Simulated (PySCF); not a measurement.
CH4S, charge +1, multiplicity 2. Atoms are numbered in the order given.

```xyz
6

C      0.0120     1.1207     0.0000
S     -0.0907    -0.6382     0.0000
H      0.5714     1.4427     0.8887
H     -1.0016     1.5187     0.0000
H      0.5714     1.4427    -0.8887
H      1.2382    -0.9166     0.0000
```
Charge +1, spin multiplicity 2.

Geometry: PBE0-D3(BJ)/def2-TZVP. The spin state was assumed, not searched.

Calculation: ωB97X/def2-TZVPD in PySCF.

Mulliken values depend strongly on the basis, most of all with diffuse functions as here. ESP charges are fitted to the potential on shells at 1.4 to 2.0 van der Waals radii. Atomic charges (e):

```csv
atom,Mulliken,meta-Löwdin,ESP fit,Mulliken spin
C1,-0.73,-0.42,-0.46,-0.05
S2,0.32,0.66,0.49,0.96
H3,0.38,0.20,0.24,0.05
H4,0.34,0.19,0.27,0.00
H5,0.38,0.20,0.24,0.05
H6,0.32,0.17,0.22,-0.01
```
